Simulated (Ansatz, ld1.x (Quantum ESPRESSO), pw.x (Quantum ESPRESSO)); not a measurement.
Ti: does the PAW potential hold in the solid?

ld1.x (Quantum ESPRESSO) 7.5 input, shortened:

```
&input
   title='Ti', zed=22., rel=1, dft='PW', iswitch=3,
   config='[Ar] 3d2 4s2 4p0'
 /
 &inputp
   pseudotype=3, lpaw=.true., tm=.true., lloc=-1, rcloc=2.20,
   nlcc=.false.,
   which_augfun='BESSEL', rmatch_augfun=2.55
 /
6
4S  1  0   2.00   0.00  2.85  3.10  0.0
4S  1  0   0.00   3.55  2.85  3.10  0.0
4P  2  1   0.00   0.00  2.95  3.60  0.0
4P  2  1   0.00   0.90  2.95  3.60  0.0
3D  3  2   2.00   0.00  2.65  2.95  0.0
3D  3  2   0.00   0.25  2.65  2.95  0.0
 &test
   configts(1)='3d2 4s2 4p0'
 /
```

Crystal test: sc Ti in pw.x 7.5, no spin, 13³ k-points, Fermi–Dirac smearing 0.01 Ry, cutoffs 40/320 Ry. The reference is all-electron LAPW (Ansatz 0.2.0) with the same functional, mesh and smearing; V0 and B0 come from Birch–Murnaghan fits to the pressures at five volumes. Errors are pseudo minus all-electron; Δ is the rms difference of the E(V) curves that follow from these fits, minima aligned, over ±6 % about the mean V0. Mesh and smearing are coarse, so the numbers serve the comparison and aren't converged zero-temperature values; the lattice is a test structure that the element need not adopt.

All-electron: a0 = 2.559 Å (V0 = 16.75 Å³/atom), B0 = 90.9 GPa.

Problem. How far does the potential miss the all-electron equation of state?

Solution. mean pressure error (GPa): +5.32; a0 (Å): 2.591; a0 error (%): +1.27; B0 error (%): +36.8; Δ (meV/atom): 16.9. The largest radius (3.60 bohr) exceeds half the bond length (2.42 bohr), so the spheres overlap, which is one possible source of error among others. This is a poor potential for the solid. Atomic configuration tests: test run stopped at test 5 of 9 (negative rho), 1 before it not solved.

```csv
V (Å³/atom),P all-electron (GPa),P pseudo (GPa)
15.983,4.62,13.31
16.403,1.98,8.65
16.824,-0.39,4.57
17.245,-2.51,1.13
17.665,-4.41,-1.80
```

Problem. At the middle volume, how do free energy and pressure move when the wave cutoff is lowered (ecutrho held at 320 Ry)?

Solution.

```json
{"cutoff (Ry)": "18", "shift of F (meV/atom)": "+96.1", "shift of P (GPa)": "-4.16"}
{"cutoff (Ry)": "24", "shift of F (meV/atom)": "+41.4", "shift of P (GPa)": "-0.46"}
{"cutoff (Ry)": "32", "shift of F (meV/atom)": "+2.1", "shift of P (GPa)": "+0.16"}
```

The run at the middle volume (84 k-points, 11 iterations) took about 4.6 s on one core of a shared host (Neoverse-V2, 96 threads, 742 GiB, load 52).
